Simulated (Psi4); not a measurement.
# One shape, several levels: BH2Cl− (SMILES [BH2-]Cl)

We compute a comparison of 3 runs (UHF/def2-SVP, UPBE0/def2-SVP, USCS-MP2/cc-pVTZ-DK) of BH2Cl−. 

The calculation is run with Psi4 1.11.

2 further runs of the same task are left out: 2 set aside as unsound or not needed.

## 1. The structure to begin with

The species is BH2Cl− (4 atoms), meant as a doublet with charge -1. SMILES: `[BH2-]Cl`. The shape is that of a GFN2-xTB optimisation.

Bond lengths: B1–Cl2 1.923 Å, B1–H3 1.212 Å, B1–H4 1.212 Å. Angles: Cl2–B1–H3 107.8°, Cl2–B1–H4 107.8°, H3–B1–H4 115.8°.

## 2. The energy at UHF/def2-SVP (run 1)

The input, input.inp:

```
memory 1600 mb

molecule {
  -1 2
  B     -0.13745868    -0.36721158    -0.63734793
  Cl     2.62702167     0.11784332     1.67193519
  H     -1.82163929    -1.42211340     0.50007822
  H     -0.66794260     1.67146276    -1.53466548
  units bohr
  symmetry c1
}

set reference uhf
set puream true
set e_convergence 1e-09
set d_convergence 1e-08
set scf_type pk
set maxiter 200

result = energy('scf/def2-SVP')
```

Run with:

```console
psi4 input.inp input.out -n 1
```

input.out:

```text
[...]
  Running in c1 symmetry.
[...]
  Nuclear repulsion =   35.018506621625811
[...]
  Multiplicity = 2
[...]
  Nalpha       = 13
  Nbeta        = 12
[...]
    Number of basis functions: 42
[...]
   @UHF iter   1:  -485.14066289312450   -6.52073e-01   4.61843e-03 DIIS/ADIIS
[...]
   @UHF iter  13:  -485.17185880739731   -4.37694e-12   9.25628e-09 DIIS
[...]
   @S^2 Observed:                7.551964747E-01
[...]
  @UHF Final Energy:  -485.17185880739731
   => Energetics <=
    Nuclear Repulsion Energy =             35.0185066216258107
    One-Electron Energy =                -745.1633096441140651
    Two-Electron Energy =                 224.9729442150910188
    Total Energy =                       -485.1718588073972569
  UHF NO Occupations:
  HONO-2 :   11  A 1.9994687
  HONO-1 :   12  A 1.9986016
[...]
 Multipole Moments:
 ------------------------------------------------------------------------------------
     Multipole            Electronic (a.u.)      Nuclear  (a.u.)        Total (a.u.)
 ------------------------------------------------------------------------------------
 L = 1.  Multiply by 2.5417464519 to convert [e a0] to [Debye]
 Dipole X            :          3.4390945           -2.4439464            0.9951480
 Dipole Y            :         -0.0138770            0.2519057            0.2380287
 Dipole Z            :          1.9321335           -1.0047875            0.9273461
 Magnitude           :                                                    1.3809229
[...]
```

It took 2.4 s on 1 thread of Intel Xeon Platinum 8259CL at 2.50GHz (Skylake/Cascade Lake), shared host; peak memory 0.19 GiB.

## 3. A single-point energy at UPBE0/def2-SVP (run 2)

The input, job.in:

```
memory 1600 mb

molecule {
  -1 2
  B     -0.072740    -0.194320    -0.337270
  Cl     1.390160     0.062360     0.884750
  H     -0.963970    -0.752550     0.264630
  H     -0.353460     0.884500    -0.812110
  symmetry c1
}

set basis def2-SVP
set reference uks
set puream true
set e_convergence 1e-09
set d_convergence 1e-08
set scf_type pk
set dft_radial_points 99
set dft_spherical_points 590
set maxiter 200

result, w = energy('pbe0', return_wfn=True)
print_variables()
```

Run with:

```console
psi4 -i job.in -o job.out -n 1
```

job.out:

```text
[...]
  Running in c1 symmetry.
[...]
  Nuclear repulsion =   35.018506622506017
[...]
  Multiplicity = 2
[...]
  Nalpha       = 13
  Nbeta        = 12
[...]
    Number of basis functions: 42
[...]
   @UKS iter   1:  -485.77285857929144   -3.51905e-01   9.30166e-03 ADIIS/DIIS
[...]
   @UKS iter  12:  -485.89558193393196   -1.19371e-12   3.90614e-09 DIIS
[...]
   @S^2 Observed:                7.524551562E-01
[...]
  @UKS Final Energy:  -485.89558193393196
   => Energetics <=
    Nuclear Repulsion Energy =             35.0185066225060169
    One-Electron Energy =                -745.2888842654442669
    Two-Electron Energy =                 249.3657964538782039
    DFT Exchange-Correlation Energy =     -24.9910007448719469
    Empirical Dispersion Energy =           0.0000000000000000
    VV10 Nonlocal Energy =                  0.0000000000000000
    Total Energy =                       -485.8955819339319646
[...]
 Multipole Moments:
 ------------------------------------------------------------------------------------
     Multipole            Electronic (a.u.)      Nuclear  (a.u.)        Total (a.u.)
 ------------------------------------------------------------------------------------
 L = 1.  Multiply by 2.5417464519 to convert [e a0] to [Debye]
 Dipole X            :          3.5136735           -2.4439464            1.0697270
 Dipole Y            :          0.0281001            0.2519057            0.2800058
 Dipole Z            :          2.0384690           -1.0047875            1.0336816
 Magnitude           :                                                    1.5136766
[...]
```

Wall time 11 s (1 thread of Intel Xeon Platinum 8259CL at 2.50GHz (Skylake/Cascade Lake), shared host); peak memory 0.46 GiB.

## 4. A single-point energy at USCS-MP2/cc-pVTZ-DK (density fitting) (run 3)

The input, bclh2.inp:

```
memory 1600 MB

molecule system {
  -1 2
  B     -0.13745868    -0.36721158    -0.63734793
  Cl     2.62702167     0.11784332     1.67193519
  H     -1.82163929    -1.42211340     0.50007822
  H     -0.66794260     1.67146276    -1.53466548
  units au
}

set {
  basis         cc-pVTZ-DK
  reference     uhf
  mp2_type      df
  e_convergence 1e-11
}

result, w = energy('scs-mp2', return_wfn=True)
print_variables()
```

Run with:

```console
psi4 bclh2.inp bclh2.out -n 1
```

bclh2.out:

```text
[...]
  Running in c1 symmetry.
[...]
  Nuclear repulsion =   35.018506621625811
[...]
  Multiplicity = 2
[...]
  Nalpha       = 13
  Nbeta        = 12
[...]
    Number of basis functions: 92
[...]
   @UHF iter   1:  -484.92902983598543   -6.59725e-01   2.55844e-03 DIIS/ADIIS
[...]
   @UHF iter  13:  -484.97357244361331   -9.77707e-12   8.31274e-09 DIIS
[...]
   @S^2 Observed:                7.562722714E-01
[...]
  @UHF Final Energy:  -484.97357244361331
   => Energetics <=
    Nuclear Repulsion Energy =             35.0185066216258107
    One-Electron Energy =                -744.9583590769300372
    Two-Electron Energy =                 224.9662800116909978
    Total Energy =                       -484.9735724436133069
  UHF NO Occupations:
  HONO-2 :   11  A 1.9994522
  HONO-1 :   12  A 1.9981635
[...]
 Multipole Moments:
 ------------------------------------------------------------------------------------
     Multipole            Electronic (a.u.)      Nuclear  (a.u.)        Total (a.u.)
 ------------------------------------------------------------------------------------
 L = 1.  Multiply by 2.5417464519 to convert [e a0] to [Debye]
 Dipole X            :          3.3311197           -2.4439464            0.8871733
 Dipole Y            :         -0.0242653            0.2519057            0.2276404
 Dipole Z            :          1.8550659           -1.0047875            0.8502785
 Magnitude           :                                                    1.2497480
[...]
	SCS-MP2 Total Energy (a.u.)        :  -485.32670907549749
	SOS-MP2 Total Energy (a.u.)        :  -485.29912171186567
	SCSN-MP2 Total Energy (a.u.)       :  -485.11923372358939
[...]
	SOS-PI-MP2 Total Energy (a.u.)     :  -485.35337992324105
[...]
	MP2 Total Energy (a.u.)            :  -485.32762559138575
[...]
```

Wall time 12 s (1 thread of Intel Xeon Platinum 8259CL at 2.50GHz (Skylake/Cascade Lake), shared host); peak memory 0.53 GiB.

## 5. Overview of the runs

```
run                                  level         integration grid  integrals  energy (Eh)  HOMO energy (eV)  LUMO energy (eV)   ⟨S²⟩  wall time
  1                           UHF/def2-SVP                        –         pk  -485.171859             -1.29              9.62  0.755      2.4 s
  2                         UPBE0/def2-SVP  99 radial × 590 angular         pk  -485.895582              1.69              5.84  0.752       11 s
  3  USCS-MP2/cc-pVTZ-DK (density fitting)                        –         df  -485.326709             -1.57              8.74  0.756       12 s
```

## 6. What came out

```
                                                         quantity          value
                                              run 3: total energy  -485.32671 Eh
run 3: HOMO energy (Hartree–Fock orbitals) (highest over α and β)       -1.57 eV
 run 3: LUMO energy (Hartree–Fock orbitals) (lowest over α and β)        8.74 eV
                                        run 3: correlation energy     -353.1 mEh
                         run 3: ⟨S²⟩ of the reference determinant          0.756
```

In run 2 the HOMO lies above zero, so the outermost electron may be held by the basis alone. In run 3 relativity is left out where basis or elements ask for it. All runs together took 26 s, the longest 12 s.
